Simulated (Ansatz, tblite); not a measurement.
# The cluster Ge2O: a ladder of methods and basis sets, part 2 of 2

Aim: run the singlet of the cluster Ge2O at one geometry on many levels, and compare frontier levels, spin and run time.

Ansatz 0.2.0, Gaussian basis; as each input shows. The steps go on from the part before.

## Step 18: r2SCAN-D4/def2-TZVPD

The input, in.yaml:

```yaml
crystal:
  periodic: [false, false, false]
  atoms:
    - {symbol: Ge, position_ang: [0.237523, 0.879239, 0.954607]}
    - {symbol: Ge, position_ang: [0.648603, -0.770237, -0.852525]}
    - {symbol: O, position_ang: [-0.886126, -0.109002, -0.102083]}
basis:
  gaussian: {orbitals: def2-TZVPD, initial_orbitals: start.molden}
hamiltonian: {xc: r2scan, dispersion: d4}
scf: {omitted_lower_state_checks: [starts]}
output: {orbitals: {seedname: orbitals}}
```

The run is started by

```bash
> ansatz run in.yaml --threads 4 --pin off --events-out ev --progress --plain --max-ram 3916MiB
```

Standard output:

```text
Functional definition: r2SCAN
  name "r2SCAN"
  cite "Furness, Kaplan, Ning, Perdew & Sun, J. Phys. Chem. Lett. 11, 8208 (2020) doi:10.1021/acs.jpclett.0c02405"
  cite "Furness, Kaplan, Ning, Perdew & Sun, J. Phys. Chem. Lett. 11, 9248 (2020) doi:10.1021/acs.jpclett.0c03077"
  parent r2scan
  parameter k0 = 0.174
  parameter k1 = 0.065
  parameter a1 = 4.9479
  exchange = r2scan_x(k0 = k0, k1 = k1, a1 = a1)
  correlation = r2scan_c
these checks for a lower state are left out or cut short: starts
930 factors; their error is unknown
mean field evaluation 1: about -115082.5328 eV, gradient 1.2e1 eV
mean field evaluation 2: about -115082.6306 eV, gradient 1.8e-1 eV
mean field evaluation 4: about -115082.6267 eV, gradient 1.0e-1 eV
mean field -115082.62675097 eV, -4229.2085272922 hartree, gradient 8.4e-5 eV, S^2 0.000000; 0 other end points of the search recorded, 0 dependent functions left out
reference -115082.62676233 eV, -4229.2085277096 hartree; 36, 36 occupied and 112, 112 virtual orbitals, 930 factors
Total energy: -115082.64292105 eV, -4229.2091215316 hartree
Checks for a lower state left out: starts
```

It took 4 s on 4 threads of Arm Neoverse N1, shared host.

HOMO -4.66 eV, LUMO -3.62 eV.

## Step 19: CCSD(T)/def2-TZVPP

in.yaml: that of step 18 with these lines changed.

```diff
@@ -7,4 +7,4 @@
 basis:
-  gaussian: {orbitals: def2-TZVPD, initial_orbitals: start.molden}
-hamiltonian: {xc: r2scan, dispersion: d4}
+  gaussian: {orbitals: def2-TZVPP, initial_orbitals: start.molden}
+correlation: {method: ccsd_t}
 scf: {omitted_lower_state_checks: [starts]}
```

Launched as before.

Standard output (excerpt; [...] marks lines left out):

```text
Functional definition: HF
  name "HF"
  cite "Fock, Z. Phys. 61, 126 (1930) doi:10.1007/BF01340294"
  parent pbe
[...]
850 factors; integrals over basis functions are off by at most 8.0e-4 eV
[...]
mean field -114984.87639103 eV, -4225.6162678216 hartree, gradient 8.0e-6 eV, S^2 0.000000; 1 other end points of the search recorded, 0 dependent functions left out; unrestricted orbitals would lower it
[...]
determinant -114984.87639103 eV, -4225.6162678216 hartree, with singles and doubles -115003.52961806 eV, -4226.3017612715 hartree
determinant -114982.14687128 eV, -4225.5159598211 hartree, with singles and doubles -115001.04857035 eV, -4226.2105844499 hartree
19 core orbitals not correlated: weight in the atoms' cores, before any rotation towards them, 1.000 or more for the frozen orbitals, at most 0.000 for the correlated occupied ones
reference -114984.87639103 eV, -4225.6162678216 hartree; 17, 17 occupied and 91, 91 virtual orbitals, 850 factors
second order -18.82704577 eV of doubles, -0.00000000 eV of singles
cycle   1  -18.60149772 eV  change    -1.1e0 eV  update   2.4e-2
[...]
cycle   8  -18.63630353 eV  change    2.3e-5 eV  update   3.5e-5
perturbative correction -0.94310302 eV, -0.0346583968 hartree
Total energy: -115004.45579758 eV, -4226.3357977410 hartree
Checks for a lower state left out: starts
```

Run time: 11 s. Hardware: 4 threads of Arm Neoverse N1, shared host; peak memory 0.64 GiB.

Report: Hartree-Fock HOMO -7.04 eV, LUMO 0.28 eV; T1 0.020. Doubts: restricted state is unstable towards broken spin symmetry.

## Step 20: MP2/def2-TZVP

in.yaml: that of step 19 with these lines changed.

```diff
@@ -7,4 +7,4 @@
 basis:
-  gaussian: {orbitals: def2-TZVPP, initial_orbitals: start.molden}
-correlation: {method: ccsd_t}
+  gaussian: {orbitals: def2-TZVP, initial_orbitals: start.molden}
+correlation: {method: mp2}
 scf: {omitted_lower_state_checks: [starts]}
```

Same command.

Standard output (excerpt; [...] marks lines left out):

```text
Functional definition: HF
  name "HF"
  cite "Fock, Z. Phys. 61, 126 (1930) doi:10.1007/BF01340294"
  parent pbe
[...]
850 factors; integrals over basis functions are off by at most 8.0e-4 eV
[...]
mean field -114984.87639103 eV, -4225.6162678216 hartree, gradient 8.0e-6 eV, S^2 0.000000; 0 other end points of the search recorded, 0 dependent functions left out; unrestricted orbitals would lower it
19 core orbitals not correlated: weight in the atoms' cores, before any rotation towards them, 1.000 or more for the frozen orbitals, at most 0.000 for the correlated occupied ones
reference -114984.87639103 eV, -4225.6162678216 hartree; 17, 17 occupied and 91, 91 virtual orbitals, 850 factors
second order -18.82704577 eV of doubles, -0.00000000 eV of singles
Total energy: -115003.70343679 eV, -4226.3081489923 hartree
Checks for a lower state left out: starts
```

Wall time 1.8 s (4 threads of Arm Neoverse N1, shared host).

Hartree-Fock HOMO -7.04 eV, LUMO 0.28 eV. Doubts: restricted state is unstable towards broken spin symmetry.

## Step 21: RPA/def2-TZVP

in.yaml: that of step 20 with these lines changed.

```diff
@@ -8,4 +8,4 @@
   gaussian: {orbitals: def2-TZVP, initial_orbitals: start.molden}
-correlation: {method: mp2}
+hamiltonian: {xc: pbe}
+correlation: {method: rpa}
 scf: {omitted_lower_state_checks: [starts]}
-output: {orbitals: {seedname: orbitals}}
```

Same command.

Standard output (excerpt; [...] marks lines left out):

```text
Functional definition: PBE
  name "PBE"
  cite "Perdew, Burke & Ernzerhof, Phys. Rev. Lett. 77, 3865 (1996) doi:10.1103/PhysRevLett.77.3865"
  parent pbe
[...]
850 factors; integrals over basis functions are off by at most 8.0e-4 eV
[...]
mean field -115065.29260425 eV, -4228.5715091497 hartree, gradient 2.4e-6 eV, S^2 0.000000; 0 other end points of the search recorded, 0 dependent functions left out
19 core orbitals not correlated: weight in the atoms' cores, before any rotation towards them, 1.000 or more for the frozen orbitals, at most 0.000 for the correlated occupied ones
reference -114983.09038454 eV, -4225.5506332938 hartree; 17, 17 occupied and 91, 91 virtual orbitals, 850 factors
Total energy: -115011.22553877 eV, -4226.5845811411 hartree
Checks for a lower state left out: starts
```

Run time: 2.5 s. Hardware: 4 threads of Arm Neoverse N1, shared host.

## Step 22: Comparison

```csv
level,functions,HOMO (eV),LUMO (eV),gap (eV),time
HF/STO-3G,41,-3.78,5.09,8.87,0.25 s
HF/6-31G,67,-7.13,0.02,7.15,0.6 s
LDA/def2-TZVP,127,-4.57,-3.84,0.72,0.8 s
PBE-D4/def2-SVP,78,-4.37,-3.53,0.83,0.75 s
PBE-D4/def2-TZVP,127,-4.40,-3.61,0.79,1.4 s
PBE-D4/def2-TZVPD,148,-4.46,-3.67,0.79,1.7 s
revPBE-D4/def2-TZVP,127,-4.34,-3.52,0.83,1.5 s
r2SCAN-D4/def2-TZVP,127,-4.62,-3.58,1.04,2.9 s
r2SCAN-D4/def2-TZVPD,148,-4.66,-3.62,1.04,4 s
B3LYP-D4/6-31G,67,-5.14,-3.03,2.12,1.1 s
PBE0-D4/def2-SVP,78,-5.27,-2.73,2.54,1.2 s
PBE0-D4/def2-TZVP,127,-5.27,-2.79,2.48,3.2 s
PBE0-D4/def2-TZVPD,148,-5.31,-2.85,2.46,2.8 s
BHLYP-D4/def2-TZVP,127,-5.95,-1.88,4.07,2.2 s
CAM-B3LYP-D4/def2-TZVP,127,-6.32,-1.67,4.66,2.3 s
LC-ωPBE/def2-TZVP,127,-7.51,-0.56,6.95,1.9 s
```

The pieces so far (eV):

```csv
basis,HF,MP2 correlation,CCSD correlation,(T),total
def2-TZVPP,-114984.8764,-18.8270,-18.6363,-0.9431,-115004.4558
def2-TZVP,-114984.8764,-18.8270,,,-115003.7034 (MP2)
```

## Step 23: Binding energy

Free atoms were run apart at each level; binding is atoms less cluster, divided by the number of atoms, without zero-point or spin-orbit terms.

Differences are taken before rounding.

```csv
method,binding an atom (eV),from CCSD(T)/def2-TZVPP (eV),time
HF/STO-3G,1.811,-1.152,0.25 s
HF/6-31G,1.032,-1.932,0.6 s
HF/def2-TZVP,1.439,-1.525,
HF/def2-TZVPP,1.439,-1.525,
LDA/def2-TZVP,3.867,+0.904,0.8 s
PBE-D4/def2-SVP,3.264,+0.300,0.75 s
PBE-D4/def2-TZVP,3.279,+0.316,1.4 s
PBE-D4/def2-TZVPD,3.286,+0.322,1.7 s
revPBE-D4/def2-TZVP,3.120,+0.157,1.5 s
r2SCAN-D4/def2-TZVP,3.103,+0.139,2.9 s
r2SCAN-D4/def2-TZVPD,3.109,+0.145,4 s
B3LYP-D4/6-31G,2.806,-0.158,1.1 s
PBE0-D4/def2-SVP,2.971,+0.008,1.2 s
PBE0-D4/def2-TZVP,3.010,+0.047,3.2 s
PBE0-D4/def2-TZVPD,3.018,+0.054,2.8 s
BHLYP-D4/def2-TZVP,2.739,-0.224,2.2 s
CAM-B3LYP-D4/def2-TZVP,3.011,+0.047,2.3 s
LC-ωPBE/def2-TZVP,2.911,-0.053,1.9 s
RPA/def2-TZVP,2.760,-0.204,2.5 s
MP2/def2-TZVP,3.126,+0.162,1.8 s
CCSD/def2-TZVPP,2.790,-0.174,
CCSD(T)/def2-TZVPP,2.964,0,11 s
```

Among the levels timed on like hardware and quicker than the yardstick, those that no quicker one beats, quickest first: HF/STO-3G (0.25 s, -1.152 eV); PBE-D4/def2-SVP (0.75 s, +0.300 eV); B3LYP-D4/6-31G (1.1 s, -0.158 eV); PBE0-D4/def2-SVP (1.2 s, +0.008 eV).

## Step 24: Results

What follows sums up all 2 parts.

| quantity | value |
| --- | --- |
| gap in def2-TZVP, named functionals, smallest and largest | 0.72 eV (LDA), 6.95 eV (LC-ωPBE) |
| correlation energy, CCSD(T)/def2-TZVPP | -19.58 eV |
| correlation energy, MP2/def2-TZVP | -18.83 eV |
| binding an atom, CCSD(T)/def2-TZVPP | 2.964 eV |
| PBE0 total energy, smallest basis above largest | 16.87 eV (def2-SVP, def2-TZVPD) |

**Reading.** Orbital gaps of the named functionals in def2-TZVP span 0.72 eV (LDA) to 6.95 eV (LC-ωPBE); exact exchange widens it. A small miss in a minimal or small basis is a cancelling of errors, not accuracy. The functionals in def2-TZVP miss CCSD(T)/def2-TZVPP by -0.224 (BHLYP-D4) to +0.904 eV (LDA) an atom. CCSD(T)/def2-TZVPP isn't at the basis-set limit; small misses against it rank nothing.

PBE0-D4/def2-SVP reaches 0.008 eV from the reference in 1.2 s, where CCSD(T)/def2-TZVPP took 11 s; the quickest level in the cost chart, HF/STO-3G, takes 0.25 s and misses by 1.152 eV. The slowest run with a step of its own, CCSD(T)/def2-TZVPP, took 11 s; the quickest functional in def2-TZVP took 0.8 s (shared host).
